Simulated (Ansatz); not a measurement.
Correlation energies of ClH₅Si₂, SMILES `[SiH3][SiH2]Cl` by basis set

| atom | x (Å) | y (Å) | z (Å) |
| --- | --- | --- | --- |
| Si1 | -0.4211 | 0.2488 | -1.1016 |
| Si2 | 0.5061 | -0.1342 | 1.0102 |
| Cl3 | -0.6359 | -1.5496 | 1.9872 |
| H4 | 0.3889 | 1.2657 | -1.8256 |
| H5 | -1.8129 | 0.7469 | -0.9508 |
| H6 | -0.4290 | -1.0170 | -1.8798 |
| H7 | 1.8930 | -0.6565 | 0.9186 |
| H8 | 0.5108 | 1.0959 | 1.8418 |

Charge 0, multiplicity 1. Geometry: relaxed with PBE0-D4/def2-TZVP. Frozen core, restricted reference, the Gaussian-basis code of Ansatz. CBS rows extrapolate triple and quadruple zeta; past MP2 they add the triple-zeta difference.

| basis | HF (Eh) | MP2 corr. | CCSD corr. | (T) | CCSD(T) total |
| --- | --- | --- | --- | --- | --- |
| def2-SVP | ? | -0.33499 | ? | -0.00882 | ? |
| def2-TZVPP | ? | ? | -0.50096 | -0.01841 | ? |
| def2-QZVPP | -1040.38501 | -0.48162 | – | – | – |
| CBS(def2) | -1040.38928 | -0.51041 | -0.56860 | as TZ | -1040.97629 |

Question: Fill in the withheld values. (Estimate.)

Answer: The calculation gave: def2-SVP HF (Eh): -1039.98632; def2-SVP CCSD corr.: -0.38982; def2-SVP CCSD(T) total: -1040.38496; def2-TZVPP HF (Eh): -1040.35406; def2-TZVPP MP2 corr.: -0.44276; def2-TZVPP CCSD(T) total: -1040.87343.
